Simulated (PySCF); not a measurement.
HN2, SMILES N#[NH+], charge +1. The structure is a stationary point at B3LYP-D3(BJ)/def2-TZVPD. The isomer is the one that the SMILES or the coordinates give; other isomers of the formula were not compared.

Computed equilibrium geometry at B3LYP-D3(BJ)/def2-TZVPD (PySCF confirms it by a frequency run) as a Z-matrix, and its point group:
point group C∞v.
```
N
N 1 1.0860
H 1 1.0378 2 180.00
```
Charge +1, spin multiplicity 1.
